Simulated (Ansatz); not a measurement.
Compare A (`CC(C)(C)Cl`) with its isomer B (`CC(C)CCl`).

Gas-phase electronic energies from Ansatz, PBE0-D4/def2-TZVP geometries. CCSD(T)/CBS adds triple-zeta CCSD(T) − MP2 to the extrapolated MP2 energy (def2 sets, frozen cores). Functionals use def2-TZVPP. B3LYP here is the variant with VWN-RPA as its local correlation; programs differ in this. One conformer a species, not always the lowest.

A:

Z-matrix (Å, degrees):
```
C
C 1 1.516
H 1 1.094 2 109.4
H 1 1.091 2 111.0 3 119.6
H 1 1.091 2 111.0 3 -119.6
C 2 1.516 1 111.5 3 -62.7
C 2 1.516 1 111.5 3 62.7
Cl 2 1.821 1 107.3 3 180.0
H 6 1.091 2 111.0 1 -177.6
H 6 1.091 2 111.0 1 -56.9
H 6 1.094 2 109.4 1 62.7
H 7 1.094 2 109.4 1 -62.7
H 7 1.091 2 111.0 1 177.6
H 7 1.091 2 111.0 1 56.9
```

B:

```xyz
14

C    -1.388    0.515   -0.062
C    -0.133   -0.348   -0.126
C     0.847    0.181   -1.160
C     0.479   -0.416    1.260
Cl    1.846   -1.562    1.359
H    -1.143    1.539    0.236
H    -2.114    0.120    0.653
H    -1.871    0.564   -1.040
H    -0.425   -1.367   -0.406
H     0.391    0.196   -2.152
H     1.149    1.205   -0.916
H     1.746   -0.434   -1.208
H    -0.251   -0.750    1.997
H     0.867    0.558    1.566
```

Question: Which is lower in electronic energy at CCSD(T)/CBS, and by how much? (Best estimate.)

Answer: The calculation gave: A, by 18.7 kJ/mol.

Question: Give E(B) − E(A) in kJ/mol with CCSD/def2-TZVPP, r2SCAN-D4, CCSD(T)/def2-SVP, HF/def2-TZVPP, PBE-D4, LDA (SPW92), B3LYP. (An estimate is asked.)

Answer: Ansatz gave: CCSD/def2-TZVPP 16.4, r2SCAN-D4 19.2, CCSD(T)/def2-SVP 21.3, HF/def2-TZVPP 12.4, PBE-D4 15.8, LDA (SPW92) 18.7, B3LYP 13.1. None reverses the order clearly.

Question: Does the order hold for the free energy at 298.15 K (harmonic terms from PBE0-D4)? (Best estimate.)

Answer: The calculation gave: Yes: G(B) − G(A) = +16.4 kJ/mol, for one conformer each.

Largest T1 diagnostic: 0.009.

In def2-TZVPP, CCSD(T) changes the Hartree–Fock value by +5.6 kJ/mol (the triples alone add +1.6 kJ/mol) and MP2 by +8.2 kJ/mol. The D4 term adds +3.2 kJ/mol with B3LYP and +1.5 kJ/mol with PBE0; it sums over pairs of atoms, weighted by their polarisabilities, and B3LYP, whose exchange is more repulsive, gets the larger term.
